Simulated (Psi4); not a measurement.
Reaction (SMILES): OC (CH3-OH) + [H][H] (H2) → C (CH4) + O (H2O)
B3LYP-D3(BJ)/def2-TZVP geometries, fixed; electronic energies without zero-point terms.

The energy of full hydrogenation at MP2 with Psi4, in kcal/mol, split into its Hartree-Fock and correlation parts. Density fitting with the program's default auxiliary sets. Cores are frozen. No added dispersion term, no relativity. Functions are those of the species that has most.

```
basis    X  functions  Hartree-Fock     MP2
-------  -  ---------  ------------  ------
cc-pVDZ  2         48        -29.75  -28.67
cc-pVTZ  3        116        -30.18  -30.24
cc-pVQZ  4        230        -30.47  -30.77
```

Worked estimate of the basis-set limit from each neighbouring pair, with Hartree-Fock from the larger set and the correlation part extrapolated as X^-3.
Correlation parts: X = 2: 1.08, X = 3: -0.06, X = 4: -0.30.
- (2,3): (27·(-0.06) - 8·(1.08))/19 = -0.54; with Hartree-Fock -30.18 the estimate is -30.72 kcal/mol.
- (3,4): (64·(-0.30) - 27·(-0.06))/37 = -0.48; with Hartree-Fock -30.47 the estimate is -30.95 kcal/mol.
The last two estimates differ by 0.23 kcal/mol; the largest set lies 0.18 from the last. Over the last step Hartree-Fock moves by -0.29 and the correlation part by -0.24.
